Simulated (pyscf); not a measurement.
Thermochemistry of product channels of HS–GeH₃ + H atom (H•) on the doublet surface, in kcal/mol, from ωB97M-D3(BJ)/def2-TZVP energies (ideal gas, 1 atm, RRHO with modes under 100 cm⁻¹ raised to 100, one conformer, R ln 2 for rigid chiral ones). PySCF, gas phase, ωB97X-D3(BJ)/def2-SVP geometries.

| products | ΔE | ΔH(298 K) | ΔG(298 K) | ΔG(900 K) |
|---|---|---|---|---|
| HS–GeH₂• + hydrogen (H₂) | -22.7 | -21.7 | -23.3 | -26.3 |
| H₂S + GeH₃• | -14.9 | -13.1 | -15.6 | -19.1 |

These are energies of the channels, which say nothing of barriers. Elements up to Kr have no core potential and no relativistic terms here.
